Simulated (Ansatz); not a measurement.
Results of r²SCAN+rVV10 (Ansatz, a program for electronic structure, PAW) for hcp Ti.

Run with plane-wave cutoff 560 eV, 24×24×12 k mesh (along the axes of the cell as run), Fermi–Dirac smearing 0.05 eV, no spin polarisation, scalar-relativistic PAW data made under PBE.

Computed at the level's own relaxed cell.

Problem. What does this level give for the volume per atom, pressure derivative B′ of the bulk modulus and bulk modulus?

Solution. 
- volume per atom: 17.17 Å³/atom
- pressure derivative B′ of the bulk modulus: 3.4
- bulk modulus: 119 GPa

The run finds no gap.

Measured, for comparison: bulk modulus 108 GPa (zero-point energy and finite temperature contributions removed; as tabulated in doi:10.1021/acs.jctc.3c00612). Computed (rounded) less measured: bulk modulus +10 %.

Note: the bulk modulus comes from volumes at which shape and atoms were relaxed.

It cost around 3 core-minutes (rough) of CPU time.
